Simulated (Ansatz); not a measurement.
Input file:

```yaml
crystal:
  periodic: [false, false, false]
  atoms:
    - {symbol: B, position_ang: [0.000000, 0.000000, 0.000000]}
    - {symbol: S, position_ang: [0.000000, 0.000000, 2.030000]}
basis:
  gaussian: {orbitals: 6-31G}
total_charge: 1
magnetization: {spin_polarized: false, initial_magnetization: 2}
correlation: {method: fci, electrons: outside_noble_gas}
```

```sh
$ ansatz run in.yaml --threads 1 --pin off --events-out ev --progress --plain --max-ram 2393MiB
```

Output:

```
445 factors; integrals over basis functions are off by at most 9.5e-8 eV
mean field evaluation 1: about -11473.3758 eV, gradient 1.6e1 eV
mean field evaluation 2: about -11473.4148 eV, gradient 1.6e1 eV
mean field evaluation 4: about -11475.4223 eV, gradient 1.9e0 eV
mean field evaluation 8: about -11475.6388 eV, gradient 2.2e-1 eV
mean field evaluation 16: about -11471.5942 eV, gradient 2.4e1 eV
mean field evaluation 32: about -11475.6401 eV, gradient 2.0e-6 eV
mean field -11475.64009892 eV, -421.7219951670 hartree, gradient 1.8e-6 eV, S^2 2.000000; 4 other end points of the search recorded, 0 dependent functions left out
mean field evaluation 64: about -11473.2580 eV, gradient 1.4e1 eV
mean field evaluation 96: about -11474.2606 eV, gradient 1.6e0 eV
mean field evaluation 128: about -11475.6532 eV, gradient 1.3e0 eV
determinant -11475.64009892 eV, -421.7219951670 hartree, with singles and doubles -11478.21956652 eV, -421.8167888531 hartree
determinant -11475.12697851 eV, -421.7031383398 hartree, with singles and doubles -11477.59990382 eV, -421.7940166688 hartree
6 core orbitals not correlated: weight in the atoms' cores, before any rotation towards them, 1.000 or more for the frozen orbitals, at most 0.000 for the correlated occupied ones
reference -11475.64009892 eV, -421.7219951670 hartree; 5, 3 occupied and 11, 13 virtual orbitals, 445 factors
state -11478.40453690 eV, -421.8235863889 hartree
Total energy: -11478.40453690 eV, -421.8235863889 hartree
```

Natural occupations: 1.9855 1.9255 1.8981 0.9976 0.9875 0.0869 0.0506 0.0439 0.0069 0.0063 0.0036 0.0033 0.0022 0.0008 0.0008 0.0004.

Ran on 1 thread of Intel Xeon Platinum 8259CL, shared host: 9.5 s wall, 0.17 GiB peak host memory.
